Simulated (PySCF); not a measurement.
Gas-phase reaction: 2 SiH3 + C5H8 (cyclic) ⇌ 2 H2CSiH2 + C3H6 (cyclic)

Computed with PySCF (xtb for GFN2) and rigid-rotor harmonic-oscillator thermochemistry at 1 bar. † marks an energy on the PBE0/def2-TZVP geometry and frequencies; other levels use their own. 6-31G* has spherical d functions here. Open shells (unrestricted): SiH3 (multiplicity 2); the rest are closed-shell singlets. GFN2 has no spin-polarisation term. H2CSiH2: computed as isolated molecules; such fragments, hydroxides, amides, oligomers or adducts are transient or little studied in the gas. The harmonic model lacks anharmonicity and excited electronic states, which grow with temperature; levels with a mode under 35 cm⁻¹ are left out.

| level | ΔE electronic, kJ | ΔH°(298 K), kJ | ΔS°(298 K), J/K | ΔG°(1400 K), kJ |
|---|---|---|---|---|
| GFN2-xTB | 58 | 59 | 6 | 44 |
| HF/6-31G* | 148 | 153 | 1 | 145 |
| HF/def2-TZVP† | 125 | 132 | 3 | 120 |
| M06-2X/def2-TZVP† | 10 | 16 | 3 | 5 |
| PBE/def2-SVP | 28 | 34 | 5 | 19 |
| PBE0/def2-SVP† | 50 | 56 | 3 | 45 |
| PBE0/def2-TZVP | 30 | 37 | 3 | 25 |
| ωB97X-V/def2-TZVP† | 22 | 28 | 3 | 17 |
ΔH° is lowest at M06-2X/def2-TZVP† and highest at HF/6-31G*. No reference value is set beside these.
